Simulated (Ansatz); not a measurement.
Density of states of SnF$_{4}$ (I4/mmm, a = 4.105 Å, b = 4.105 Å, c = 8.156 Å, α = 90.00°, β = 90.00°, γ = 90.00°), in states per eV and primitive cell, averaged over bins of 0.3 eV. The calculation used DFT PBEsol, scalar-relativistic, plane waves, PAW in Ansatz.

Cutoff 420 eV; k points 8×8×8 on the computed 5-atom cell (Γ-centred); Gaussian smearing, width 0.02 eV; no spin polarisation.

The cell is relaxed at this level. The states (both spins) are summed by tetrahedra on a 12×12×12 mesh at the self-consistent density. Energies are bin centres; the table starts no lower than −8 eV and ends at 6 eV, or lower where the solved bands end.

The gap is 3.29 eV at this level, with the zero inside it.

```
E − E_F (eV) total F 2p Sn 5s Sn 5p F 2s
       -7.90   1.12  0.75   0.26   0.04  0.05
       -7.60   1.24  0.84   0.27   0.05  0.06
       -7.30   0.65  0.47   0.10   0.05  0.02
       -7.00   0.40  0.31   0.03   0.05  0.01
       -6.70   1.38  1.14   0.00   0.23  0.00
       -6.40   1.29  1.06   0.02   0.18  0.01
       -6.10   0.83  0.69   0.01   0.10  0.01
       -5.80   0.71  0.60   0.01   0.08  0.01
       -5.50   0.60  0.52   0.01   0.06  0.01
       -5.20   1.37  1.14   0.04   0.12  0.04
       -4.90   3.21  2.81   0.04   0.24  0.07
       -4.60   3.71  3.32   0.04   0.22  0.08
       -4.30   4.01  3.60   0.06   0.19  0.09
       -4.00   7.41  7.04   0.03   0.18  0.06
       -3.70   7.47  7.31   0.02   0.05  0.02
       -3.40   7.43  7.23   0.04   0.06  0.03
       -3.10   5.97  5.72   0.05   0.06  0.04
       -2.80   4.40  4.26   0.02   0.05  0.02
       -2.50   8.14  7.99   0.00   0.08  0.01
       -2.20   5.95  5.87   0.00   0.03  0.00
       -1.90   8.63  8.53   0.00   0.04  0.01
       -1.60   0.82  0.81   0.00   0.00  0.00
       -1.30   0.00  0.00   0.00   0.00  0.00
       -1.00   0.00  0.00   0.00   0.00  0.00
       -0.70   0.00  0.00   0.00   0.00  0.00
       -0.40   0.00  0.00   0.00   0.00  0.00
       -0.10   0.00  0.00   0.00   0.00  0.00
        0.20   0.00  0.00   0.00   0.00  0.00
        0.50   0.00  0.00   0.00   0.00  0.00
        0.80   0.00  0.00   0.00   0.00  0.00
        1.10   0.00  0.00   0.00   0.00  0.00
        1.40   0.00  0.00   0.00   0.00  0.00
        1.70   0.04  0.01   0.02   0.00  0.00
        2.00   0.15  0.05   0.09   0.01  0.01
        2.30   0.26  0.08   0.14   0.01  0.02
        2.60   0.42  0.14   0.22   0.02  0.04
        2.90   0.60  0.19   0.31   0.03  0.05
        3.20   0.63  0.20   0.33   0.04  0.05
        3.50   0.69  0.22   0.36   0.05  0.05
        3.80   0.81  0.26   0.43   0.06  0.05
        4.10   1.16  0.38   0.62   0.07  0.07
        4.40   0.70  0.22   0.36   0.06  0.04
        4.70   0.46  0.14   0.23   0.05  0.03
        5.00   0.33  0.10   0.17   0.04  0.02
        5.30   0.24  0.08   0.12   0.03  0.01
        5.60   0.16  0.05   0.09   0.01  0.01
```

The columns after the total are the main Löwdin projections on the occupied valence shells of the potentials; 1 other is left out. The rest of the total lies in those, in shells that are empty in the free atom, which aren't projected, and between the atoms.

Cost: 1 run of about 1.2 core-minutes, on Arm Neoverse V1 (shared hosts).